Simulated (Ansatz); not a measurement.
Ansatz (a program for electronic structure) input (MP2/6-311+G**): The .json file is the Basis Set Exchange's 6-311+G**.

Ansatz 0.2 input:
```yaml
crystal:
  periodic: [false, false, false]
  atoms:
    - {symbol: C, position_ang: [-0.00765201, 0.00466428, -0.11016720]}
    - {symbol: O, position_ang: [0.06716463, -0.04072056, 1.10546523]}
    - {symbol: O, position_ang: [0.01590056, -0.01200809, -1.23171942]}
    - {symbol: H, position_ang: [-0.61860949, 0.39384354, 1.67103665]}
basis:
  gaussian:
    orbitals: 6-311+G__.json
total_charge: 1
magnetization: {spin_polarized: false}
correlation: {method: mp2, electrons: outside_noble_gas}
```

Problem. Predict the final energy.

Solution. -188.41896 Eh.
